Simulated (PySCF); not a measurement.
Frontier levels across methods

Compound: chlorobenzene, C6H5Cl.
Numbering: `[Cl:1][c:2]1[cH:3][cH:4][cH:5][cH:6][cH:7]1` (hydrogens: H8 on C3; H9 on C4; H10 on C5; H11 on C6; H12 on C7)

Cartesian coordinates in Å at the PBE0-D3(BJ)/def2-SVP level; atoms count from 1:
```xyz
12
C6H5Cl angstrom
Cl     3.5233    0.3066   -0.0059
C      1.7944    0.1785   -0.0025
C      1.0196    1.3377    0.0130
C     -0.3693    1.2263    0.0156
C     -0.9775   -0.0283    0.0029
C     -0.1902   -1.1790   -0.0124
C      1.1999   -1.0827   -0.0152
H      1.5081    2.3133    0.0228
H     -0.9797    2.1324    0.0275
H     -2.0666   -0.1094    0.0049
H     -0.6596   -2.1655   -0.0224
H      1.8275   -1.9752   -0.0271
```

Basis pcSseg-1 throughout (PySCF), one geometry. Geometry: PBE0-D3(BJ)/def2-SVP; no solvent, vibrations or thermal averaging.

Problem. How do the orbital energies, the gap and the dipole change with the method?

Solution. 
| method | kind | HOMO (eV) | LUMO (eV) | gap (eV) | μ (D) | SCF cycles |
| --- | --- | --- | --- | --- | --- | --- |
| PBE | GGA | -6.16 | -1.50 | 4.66 | 1.60 | 14 |
| OPBE | GGA | -6.16 | -1.41 | 4.75 | 1.63 | 14 |
| KT3 | GGA | -6.16 | -1.42 | 4.74 | 1.62 | 14 |
| KT2 | GGA | -6.18 | -1.47 | 4.71 | 1.63 | 15 |
| BP86 | GGA | -6.26 | -1.60 | 4.66 | 1.63 | 14 |
| B97-2 | global hybrid | -6.97 | -0.64 | 6.33 | 1.75 | 14 |
| PBE0 | global hybrid | -7.21 | -0.60 | 6.61 | 1.75 | 14 |
| wB97X-D | range-separated hybrid | -8.98 | 1.13 | 10.11 | 1.83 | 13 |
| LC-wPBE | range-separated hybrid | -9.73 | 1.51 | 11.23 | 1.84 | 13 |

The HOMO spans 3.57 eV, from PBE down to LC-wPBE, and the gap runs from 4.66 eV (PBE) to 11.23 eV (LC-wPBE). Over the methods PBE (0 %), OPBE (0 %), KT3 (0 %), KT2 (0 %), BP86 (0 %), B97-2 (21 %), PBE0 (25 %), a straight line through the gap against the share of exact exchange rises by 0.77 eV for each 10 % (correlation coefficient 0.999). The dipole ranges from 1.60 D (PBE) to 1.84 D (LC-wPBE). This basis has no diffuse functions.

Reference dipole: 1.78 D (measured, gas; NIST CCCBDB Release 22 (SRD 101), experimental dipoles); nearest here: PBE0 (1.75 D) and B97-2 (1.75 D). 

The vertical ΔSCF ionisation energy at PBE0/def2-SVPD is 9.08 eV; −ε(HOMO) comes closest to it with wB97X-D (8.98 eV).
